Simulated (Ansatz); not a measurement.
Results of PBEsol-D3(BJ) (Ansatz, a quantum-chemistry and plane-wave program, plane waves, PAW) for body-centred tetragonal In.

Numerical settings: plane-wave cutoff 520 eV, 24×24×24 k mesh, Fermi–Dirac smearing 0.05 eV, scalar-relativistic PAW data made under PBE.

Response to compression and expansion:

Shape and atoms are relaxed at each volume.

| V (Å³/atom) | P (GPa) | c (Å) | a (Å) |
|---|---|---|---|
| 23.297 | 2.40 | 4.754 | 3.131 |
| 23.783 | 1.13 | 4.793 | 3.150 |
| 24.268 | 0.00 | 4.834 | 3.169 |
| 24.753 | -0.99 | 4.866 | 3.190 |
| 25.239 | -1.87 | 4.899 | 3.210 |

Note: the bulk modulus comes from volumes at which shape and atoms were relaxed.
